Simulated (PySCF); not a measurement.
Multinuclear NMR of C3H3F3

Numbering as in the mapped SMILES `[F:1]/[CH:2]=[C:3](\[F:4])[CH2:5][F:6]` (H(Xn): hydrogen on atom n).

Computed data (PySCF 2.14.0 with density-fitted response routines): PBE0-D3(BJ)/def2-SVP geometry, shieldings: GIAO PBE/pcSseg-2, spin–spin couplings from B3LYP/pcJ-1. Non-relativistic Hamiltonian, one computed conformer, in vacuum, fast rotation and ring inversion assumed for equivalent nuclei.

Where does 19F resonate?

## Answers


| atoms | environment | σ (ppm) | δ (ppm) |
| --- | --- | --- | --- |
| F4 | vinylic fluorine | 315.5 | -156.6 |
| F1 | vinylic fluorine | 330.8 | -170.5 |
| F6 | fluorine on an sp3 carbon | 429.4 | -244.6 |

Shieldings were converted by a linear fit to measured shifts: 19F: δ = 129.84 − 0.908σ +15.4 on sp3 carbon (rms 2.5 ppm, 13 shifts, 7.0 ppm with the 2 outliers that the fit left out vs CFCl3, solution or neat liquid). Occasional misses reach two or three times the rms, and more in compound classes unlike the fitted ones. Couplings are scaled by factors fitted to measured values: 2J(H,H) × 0.91 (rms 0.6 Hz), 1J(C,F) × 0.77 (rms 7.3 Hz), 2J(C,F) × 1.09 (rms 1.9 Hz, 5.0 with 1 outliers), 3J(C,F) × 1.48 (rms 1.3 Hz); all others are unscaled and can be 10–30 % off.

Couplings (the largest are listed; each averaged over equivalent pairs): 1J(F1,C2) = -255.2 Hz, 1J(C3,F4) = -247.1 Hz, 1J(C5,F6) = -185.8 Hz, 2J(F1,H(C2)) = 77.3 Hz, 2J(F6,H(C5)) = 52.2 Hz, 2J(F4,C5) = 39.9 Hz, 2J(C3,F6) = 17.8 Hz, 2J(F1,C3) = 10.0 Hz, 2J(C2,F4) = 9.9 Hz, 3J(F4,F6) = -53.0 Hz, 3J(C2,F6) = 19.0 Hz, 3J(F4,H(C2)) = 15.8 Hz.

On a 300 MHz spectrometer 19F resonates near 282.3 MHz, so 1 ppm is 282.3 Hz.
